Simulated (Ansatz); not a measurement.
# C3H6S2: the cost of one run

Program: Ansatz 0.2.0. Level of theory: RKS BLYP-D4/6-31G*. These are calculated values, not measurements.

## Step 1: The starting structure

Bond lengths: S1–C2 1.617 Å, C2–C3 1.495 Å, C3–C4 1.495 Å, C4–S5 1.857 Å, C2–H6 1.085 Å, C3–H7 1.144 Å, C3–H8 1.141 Å, C4–H9 1.013 Å, C4–H10 1.135 Å, S5–H11 1.366 Å. Angles (14 of 16 angles, heavy atoms first): S1–C2–C3 121.6°, C2–C3–C4 116.9°, C3–C4–S5 112.1°, S1–C2–H6 121.6°, C3–C2–H6 116.8°, C2–C3–H7 108.4°, C2–C3–H8 111.8°, C4–C3–H7 109.1°, C4–C3–H8 107.5°, C3–C4–H9 112.7°, C3–C4–H10 107.1°, S5–C4–H9 109.7°, S5–C4–H10 104.4°, C4–S5–H11 98.3°.

As a file:

```xyz
11

S    -1.3408    1.6871    1.6887
C    -0.5748    0.3284    1.2637
C     0.6276    0.3513    0.3757
C     0.4199   -0.0336   -1.0535
S    -0.1019   -1.8073   -1.2323
H    -0.9221   -0.6461    1.5916
H     1.4282   -0.3259    0.8335
H     1.1419    1.3701    0.3845
H     1.2362    0.1416   -1.6276
H    -0.4675    0.5624   -1.4348
H    -1.3815   -1.6851   -0.7689
```

## Step 2: End point A

File input.yaml:

```yaml
crystal:
  periodic: [false, false, false]
  atoms:
    - { symbol: S, position_ang: [-1.3408, 1.6871, 1.6887] }
    - { symbol: C, position_ang: [-0.5748, 0.3284, 1.2637] }
    - { symbol: C, position_ang: [0.6276, 0.3513, 0.3757] }
    - { symbol: C, position_ang: [0.4199, -0.0336, -1.0535] }
    - { symbol: S, position_ang: [-0.1019, -1.8073, -1.2323] }
    - { symbol: H, position_ang: [-0.9221, -0.6461, 1.5916] }
    - { symbol: H, position_ang: [1.4282, -0.3259, 0.8335] }
    - { symbol: H, position_ang: [1.1419, 1.3701, 0.3845] }
    - { symbol: H, position_ang: [1.2362, 0.1416, -1.6276] }
    - { symbol: H, position_ang: [-0.4675, 0.5624, -1.4348] }
    - { symbol: H, position_ang: [-1.3815, -1.6851, -0.7689] }
basis:
  gaussian: { orbitals: "6-31G*" }
hamiltonian:
  xc: blyp
  dispersion: d4
relax:
  f_tol: 0.02
  max_steps: 50
```

Launch:

```console
ansatz run input.yaml --threads 2 --pin off --max-ram 3072MiB --backend cpu --events-out ev --progress --plain --runs-dir out
```

Q: Estimate wall time and peak memory on 2 threads of Intel Xeon Platinum 8488C (Sapphire Rapids), shared host.

About 11 s, with a peak of 0.21 GiB.
